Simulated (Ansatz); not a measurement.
Basis-set series for H6NPSi (`[SiH3]NP`). Total charge 0; spin multiplicity 1. The geometry is a stationary point of PBE0-D4/def2-TZVP. It is one conformer, not always the lowest.

```csv
functional,basis,functions,energy (Eh),HOMO (eV),LUMO (eV)
PBE0-D4,def2-SVP,80,-688.65169,-7.29,0.34
PBE0-D4,def2-QZVPP,377,-688.97124,-7.39,-0.34
ωB97M-V,def2-SVP,80,-688.88628,-9.46,2.27
ωB97M-V,def2-QZVPP,377,-689.20841,-9.59,1.19
```

**Question.** Give the rows for def2-TZVPP. (An estimate is asked.)

**Answer.** Computed: 
```
functional       basis  functions  energy (Eh)  HOMO (eV)  LUMO (eV)
   PBE0-D4  def2-TZVPP        199   -688.94628      -7.37      -0.20
   ωB97M-V  def2-TZVPP        199   -689.18508      -9.57       1.50
```

Positive LUMOs are unbound and depend on the basis.
